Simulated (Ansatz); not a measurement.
**AlH2SF (SMILES [F][AlH][SH]): the vertical energy of the triplet above the singlet, rung by rung**

AlH2SF has 5 atoms, charge 0, and is taken as a singlet. As SMILES, `[F][AlH][SH]`. Geometry: relaxed at PBE0-D4/def2-TZVP. This is one conformer, not always the lowest.

Quantity: the vertical energy of the triplet above the singlet, in eV. The values are calculated.

```json
{"level": "BLYP/STO-3G", "kind": "GGA", "program": "Ansatz", "value (eV)": "6.80", "less FCI/STO-3G": "-0.86", "CPU time (all runs)": "3.9 s"}
{"level": "BHLYP/STO-3G", "kind": "global hybrid", "program": "Ansatz", "value (eV)": "7.63", "less FCI/STO-3G": "-0.03", "CPU time (all runs)": "2.2 s"}
{"level": "r2SCAN0/STO-3G", "kind": "hybrid meta-GGA", "program": "Ansatz", "value (eV)": "7.31", "less FCI/STO-3G": "-0.35", "CPU time (all runs)": "7.3 s"}
{"level": "wB97X/STO-3G", "kind": "range-separated hybrid", "program": "Ansatz", "value (eV)": "7.60", "less FCI/STO-3G": "-0.06", "CPU time (all runs)": "25 s"}
{"level": "RPA@PBE/STO-3G", "kind": "RPA", "program": "Ansatz", "value (eV)": "6.02", "less FCI/STO-3G": "-1.64", "CPU time (all runs)": "4 s"}
{"level": "BCCD(T)/STO-3G", "kind": "coupled cluster or CI", "program": "Ansatz", "value (eV)": "7.67", "less FCI/STO-3G": "+0.01", "CPU time (all runs)": "0.64 s"}
{"level": "CCSD/STO-3G", "kind": "coupled cluster or CI", "program": "Ansatz", "value (eV)": "7.63", "less FCI/STO-3G": "-0.03", "CPU time (all runs)": "0.56 s"}
{"level": "CCSDT/STO-3G", "kind": "coupled cluster or CI", "program": "Ansatz", "value (eV)": "7.66", "less FCI/STO-3G": "0.00", "CPU time (all runs)": "1.7 s"}
{"level": "FCI/STO-3G", "kind": "exact in the basis", "program": "Ansatz", "value (eV)": "7.66", "less FCI/STO-3G": "0.00", "CPU time (all runs)": "40 s"}
```

FCI/STO-3G is exact within its basis and frozen core, so for wave-function methods in that basis the difference is their error; functionals converge differently with the basis, so for them it is only a difference. The values span 6.02 to 7.67 eV. A triplet this far above the singlet is often a Rydberg-like or dissociative state; sets without diffuse functions put Rydberg states too high. All rows use very small basis sets, so even the best lies far from the true value. Times are those of the runs behind each value, whatever else they computed, on shared processors of several kinds: orders of magnitude only.
